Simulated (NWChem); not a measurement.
# C3H5Cl (allyl chloride) at 6 levels

Aim: a comparison of 6 runs (HF/STO-3G, HF/3-21G, HF/def2-SVP, SVWN5/def2-SVP, B3LYP/6-31G*, CCSD(T)/def2-SVP) of C3H5Cl (allyl chloride). 

The results are computed with NWChem 7.3.0.

**1. Starting point**

C3H5Cl: 9 atoms, total charge 0, spin state singlet. SMILES: `C=CCCl`. The shape is that of a PBE0-D4/def2-TZVP optimisation. This is one conformer, not always the lowest.

Bond lengths: C1–C2 1.325 Å, C2–C3 1.483 Å, C3–Cl4 1.795 Å, C1–H5 1.083 Å, C1–H6 1.085 Å, C2–H7 1.087 Å, C3–H8 1.089 Å, C3–H9 1.090 Å. Some angles: C1–C2–C3 123.4°, C2–C3–Cl4 111.0°, C1–C2–H7 120.5°, C3–C2–H7 116.1°, C2–C1–H5 121.5°, C2–C1–H6 121.4°, C2–C3–H8 111.7°, C2–C3–H9 111.8°, Cl4–C3–H8 107.1°, Cl4–C3–H9 105.6°.

**2. Energy and forces at HF/STO-3G (run 1)**

run.py reads:

```python
from ase import Atoms
from ase.calculators.nwchem import NWChem

atoms = Atoms(['C', 'C', 'C', 'Cl', 'H', 'H', 'H', 'H', 'H'], positions=[
    [-0.295350, 1.315190, -0.447700],
    [0.370210, 0.171280, -0.388240],
    [0.080190, -0.891510, 0.604460],
    [-0.392790, -2.419870, -0.209260],
    [-0.044240, 2.079040, -1.173800],
    [-1.115830, 1.528620, 0.230150],
    [1.180420, -0.031190, -1.083310],
    [-0.740340, -0.613990, 1.264520],
    [0.957740, -1.137570, 1.203200],
])

calc = NWChem(
    label='c3h5cl',
    theory='scf',
    memory='2200 mb',
    basis='STO-3G',
    basispar='spherical bse',
    scf={'nopen': '0', 'rhf': None, 'thresh': '1e-08', 'maxiter': '80'},
)
atoms.calc = calc

forces = atoms.get_forces()
e = atoms.get_potential_energy()
print(f"E = {e:.6f} eV")
print("forces (eV/A):")
for s, f in zip(atoms.symbols, forces):
    print(f"{s:2s} {f[0]:10.5f} {f[1]:10.5f} {f[2]:10.5f}")
print("dipole (e A):", atoms.get_dipole_moment().round(4))
```

On the command line:

```sh
$ export ASE_NWCHEM_COMMAND="nwchem PREFIX.nwi > PREFIX.nwo"
$ python run.py
```

The log of the run:

```text
E = -15501.178418 eV
forces (eV/A):
C     0.54369   -1.07621    0.07888
C    -0.23042    2.21069   -1.06608
C    -0.04047   -0.40886    1.20533
Cl   -0.31558   -0.89629   -0.45092
H    -0.07600   -0.02828    0.06675
H     0.11997    0.06644   -0.11452
H    -0.07446    0.00890    0.12686
H     0.03548    0.04314    0.06011
H     0.03780    0.08042    0.09354
dipole (e A): [0.1288 0.4597 0.1988]
```

The calculator wrote c3h5cl.nwi:

```
title "c3h5cl"

permanent_dir c3h5cl

scratch_dir c3h5cl

start c3h5cl

geometry units angstrom nocenter noautosym noautoz
  C  -2.9535000000000000e-01 1.3151900000000001e+00 -4.4769999999999999e-01
  C  3.7020999999999998e-01 1.7127999999999999e-01 -3.8823999999999997e-01
  C  8.0189999999999997e-02 -8.9151000000000002e-01 6.0446000000000000e-01
  Cl -3.9278999999999997e-01 -2.4198700000000000e+00 -2.0926000000000000e-01
  H  -4.4240000000000002e-02 2.0790400000000000e+00 -1.1738000000000000e+00
  H  -1.1158300000000001e+00 1.5286200000000001e+00 2.3014999999999999e-01
  H  1.1804200000000000e+00 -3.1189999999999999e-02 -1.0833100000000000e+00
  H  -7.4034000000000000e-01 -6.1399000000000004e-01 1.2645200000000001e+00
  H  9.5774000000000004e-01 -1.1375700000000000e+00 1.2032000000000000e+00
end

memory 2200 mb

basis spherical bse noprint
   * library STO-3G
end

scf
  nopen 0
  rhf
  thresh 1e-08
  maxiter 80
end

task scf gradient
```

c3h5cl.nwo:

```text
Northwest Computational Chemistry Package (NWChem) 7.3.0
             --------------------------------------------------------

           Job information
           ---------------

    nwchem branch   = 7.3.0
    use scalapack   = T
    input           = c3h5cl.nwi
    prefix          = c3h5cl.
    data base       = c3h5cl/c3h5cl.db
    status          = startup
    nproc           =        1

           Memory information
           ------------------

    heap     =     72089600 doubles =      550.0 Mbytes
    stack    =     72089597 doubles =      550.0 Mbytes
    global   =    144179200 doubles =     1100.0 Mbytes (distinct from heap & stack)
    total    =    288358397 doubles =     2200.0 Mbytes
    verify   = yes
    hardfail = no

[... 134 lines left out ...]
 Convergence threshold     :          1.000E-08
[... 12 lines left out ...]
       Final RHF  results
[... 3 lines left out ...]
      One-electron energy =  -1071.024204133691
[... 1 line left out ...]
 Nuclear repulsion energy =    144.034815294170
[... 37 lines left out ...]
                       ROHF Final Molecular Orbital Analysis
[... 207 lines left out ...]
                         RHF ENERGY GRADIENTS

    atom               coordinates                        gradient
                 x          y          z           x          y          z
   1 C      -0.558131   2.485349  -0.846030   -0.010573   0.020929  -0.001534
   2 C       0.699595   0.323672  -0.733667    0.004481  -0.042991   0.020732
   3 C       0.151537  -1.684710   1.142264    0.000787   0.007951  -0.023440
[... 5 lines of this table left out ...]
   9 H       1.809866  -2.149696   2.273718   -0.000735  -0.001564  -0.001819

                 ----------------------------------------
                 |  Time  |  1-e(secs)   |  2-e(secs)   |
                 ----------------------------------------
                 |  CPU   |       0.00   |       0.32   |
                 ----------------------------------------
                 |  WALL  |       0.00   |       0.32   |
                 ----------------------------------------

 Task  times  cpu:        2.4s     wall:        2.4s
 Total times  cpu:        2.5s     wall:        2.5s
```

Run time: 3.9 s. Hardware: 1 thread of Intel Xeon Platinum 8259CL at 2.50GHz (Skylake/Cascade Lake), shared host; peak memory 0.099 GiB.

**3. Energy and forces at HF/3-21G (run 2)**

run.py reads:

```python
from ase import Atoms
from ase.calculators.nwchem import NWChem

molecule = Atoms('CCCClHHHHH', positions=[
    [-0.295350, 1.315190, -0.447700],
    [0.370210, 0.171280, -0.388240],
    [0.080190, -0.891510, 0.604460],
    [-0.392790, -2.419870, -0.209260],
    [-0.044240, 2.079040, -1.173800],
    [-1.115830, 1.528620, 0.230150],
    [1.180420, -0.031190, -1.083310],
    [-0.740340, -0.613990, 1.264520],
    [0.957740, -1.137570, 1.203200],
])

calc = NWChem(
    label='c3h5cl',
    theory='scf',
    memory='2200 mb',
    basis='3-21G',
    basispar='spherical bse',
    scf={'nopen': '0', 'rhf': None, 'thresh': '1e-08', 'maxiter': '80', 'print': 'low'},
)
molecule.calc = calc

forces = molecule.get_forces()
e = molecule.get_potential_energy()
print(f"E = {e:.6f} eV")
print("forces (eV/A):")
for s, f in zip(molecule.symbols, forces):
    print(f"{s:2s} {f[0]:10.5f} {f[1]:10.5f} {f[2]:10.5f}")
```

On the command line:

```sh
$ export ASE_NWCHEM_COMMAND="nwchem PREFIX.nwi > PREFIX.nwo"
$ python run.py
```

The log of the run:

```text
E = -15595.855573 eV
forces (eV/A):
C     0.13545   -0.24683    0.04304
C     0.08022    0.78043   -0.59562
C     0.52456    1.52667    1.72948
Cl   -0.55346   -1.77941   -0.94159
H    -0.12562   -0.29151    0.29521
H     0.31455   -0.02489   -0.29681
H    -0.34160    0.06618    0.31630
H     0.33959   -0.13992   -0.27732
H    -0.37363    0.10927   -0.27269
```

The calculator wrote c3h5cl.nwi:

```
title "c3h5cl"

permanent_dir c3h5cl

scratch_dir c3h5cl

start c3h5cl

geometry units angstrom nocenter noautosym noautoz
  C  -2.9535000000000000e-01 1.3151900000000001e+00 -4.4769999999999999e-01
  C  3.7020999999999998e-01 1.7127999999999999e-01 -3.8823999999999997e-01
  C  8.0189999999999997e-02 -8.9151000000000002e-01 6.0446000000000000e-01
  Cl -3.9278999999999997e-01 -2.4198700000000000e+00 -2.0926000000000000e-01
  H  -4.4240000000000002e-02 2.0790400000000000e+00 -1.1738000000000000e+00
  H  -1.1158300000000001e+00 1.5286200000000001e+00 2.3014999999999999e-01
  H  1.1804200000000000e+00 -3.1189999999999999e-02 -1.0833100000000000e+00
  H  -7.4034000000000000e-01 -6.1399000000000004e-01 1.2645200000000001e+00
  H  9.5774000000000004e-01 -1.1375700000000000e+00 1.2032000000000000e+00
end

memory 2200 mb

basis spherical bse noprint
   * library 3-21G
end

scf
  nopen 0
  rhf
  thresh 1e-08
  maxiter 80
  print low
end

task scf gradient
```

c3h5cl.nwo:

```text
Northwest Computational Chemistry Package (NWChem) 7.3.0
             --------------------------------------------------------

           Job information
           ---------------

    nwchem branch   = 7.3.0
    use scalapack   = T
    input           = c3h5cl.nwi
    prefix          = c3h5cl.
    data base       = c3h5cl/c3h5cl.db
    status          = startup
    nproc           =        1

           Memory information
           ------------------

    heap     =     72089600 doubles =      550.0 Mbytes
    stack    =     72089597 doubles =      550.0 Mbytes
    global   =    144179200 doubles =     1100.0 Mbytes (distinct from heap & stack)
    total    =    288358397 doubles =     2200.0 Mbytes
    verify   = yes
    hardfail = no

[... 37 lines left out ...]
            Nuclear Dipole moment (a.u.)
[... 71 lines left out ...]
       Final RHF  results
       ------------------

         Total SCF energy =   -573.137125719736
      One-electron energy =  -1073.994609659342
      Two-electron energy =    356.822668645436
 Nuclear repulsion energy =    144.034815294170

        Time for solution =      2.9s

                              NWChem Gradients Module
                              -----------------------

                         RHF ENERGY GRADIENTS

    atom               coordinates                        gradient
                 x          y          z           x          y          z
   1 C      -0.558131   2.485349  -0.846030   -0.002634   0.004800  -0.000837
   2 C       0.699595   0.323672  -0.733667   -0.001560  -0.015177   0.011583
   3 C       0.151537  -1.684710   1.142264   -0.010201  -0.029689  -0.033633
[... 5 lines of this table left out ...]
   9 H       1.809866  -2.149696   2.273718    0.007266  -0.002125   0.005303

 Task  times  cpu:        3.7s     wall:        3.7s
 Total times  cpu:        3.7s     wall:        3.7s
```

It took 5.4 s on 1 thread of Intel Xeon Platinum 8259CL at 2.50GHz (Skylake/Cascade Lake), shared host; peak memory 0.099 GiB.

Runs 3 to 5 aren't shown in full; the table further down has their settings and results.

**4. The energy at CCSD(T)/def2-SVP (run 6)**

c3h5cl.nw reads:

```
start c3h5cl
title "C3H5Cl"
memory 2200 mb

geometry units angstrom noautosym nocenter noautoz
  C       -0.295350       1.315190      -0.447700
  C        0.370210       0.171280      -0.388240
  C        0.080190      -0.891510       0.604460
  Cl      -0.392790      -2.419870      -0.209260
  H       -0.044240       2.079040      -1.173800
  H       -1.115830       1.528620       0.230150
  H        1.180420      -0.031190      -1.083310
  H       -0.740340      -0.613990       1.264520
  H        0.957740      -1.137570       1.203200
end

basis "ao basis" spherical bse
  * library def2-SVP
end

scf
  nopen 0
  rhf
  thresh 1e-08
  maxiter 80
end

ccsd
  freeze core 8
  maxiter 60
end

task ccsd(t) energy
```

On the command line:

```sh
$ nwchem c3h5cl.nw > c3h5cl.out
```

The log of the run:

```text
[...]
  functions       =    85
[...]
  wavefunction    = RHF
[...]
         Total SCF energy =   -575.757866030051
      One-electron energy =  -1077.224909492176
      Two-electron energy =    357.432228167956
 Nuclear repulsion energy =    144.034815294170
        Time for solution =     11.4s
[...]
 Total MP2 energy:           -576.299682239020854
[...]
             energy      energy      error      ampl     ampl      Block
                                                time     time      time
[...]
 Total CCSD energy:           -576.347296075275153
[...]
 Total CCSD+T(CCSD) energy:           -576.366187947470735
[...]
 Total CCSD(T) energy:                -576.365657909656420
[...]
```

It took 2.3 min on 1 thread of Intel Xeon Platinum 8259CL at 2.50GHz (Skylake/Cascade Lake), shared host; peak memory 0.24 GiB.

**5. Overview of the runs**

```tsv
run	level	iteration cap	module	energy (Eh)	HOMO energy (eV)	LUMO energy (eV)	HOMO–LUMO gap (eV)	wall time
1	HF/STO-3G	80	scf	-569.657804	-9.08	7.40	16.48	3.9 s
2	HF/3-21G	80	scf	-573.137126	–	–	–	5.4 s
3	HF/def2-SVP	80	scf	-575.757866	-10.37	3.97	14.33	19 s
4	SVWN5/def2-SVP	100	dft	-574.672111	–	–	–	29 s
5	B3LYP/6-31G* (spherical functions)	100	dft	-577.494929	-7.43	-0.24	7.19	42 s
6	CCSD(T)/def2-SVP	80	ccsd(t)	-576.365658	-10.37	3.97	14.33	2.3 min
```

**6. Results**

```
                                          quantity          value
                               run 6: total energy  -576.36566 Eh
        run 6: HOMO energy (Hartree–Fock orbitals)      -10.37 eV
        run 6: LUMO energy (Hartree–Fock orbitals)        3.97 eV
      run 6: HOMO–LUMO gap (Hartree–Fock orbitals)       14.33 eV
run 6: correlation energy (8 core orbitals frozen)     -607.8 mEh
                             run 6: (T) correction     -18.36 mEh
```

In words: Over runs 1, 3, 5 the dipole moment (its size) runs from 2.13 D (B3LYP/6-31G*) to 2.48 D (HF/STO-3G). The two ends differ in method and basis. Over runs 1, 3, 5 the HOMO–LUMO gap runs from 7.19 eV (B3LYP/6-31G*) to 16.48 eV (HF/STO-3G). Totals of different functionals can't be ranked against each other. In run 1 the basis is minimal, so the values are rough. All runs together took 4 min, the longest 2.3 min.
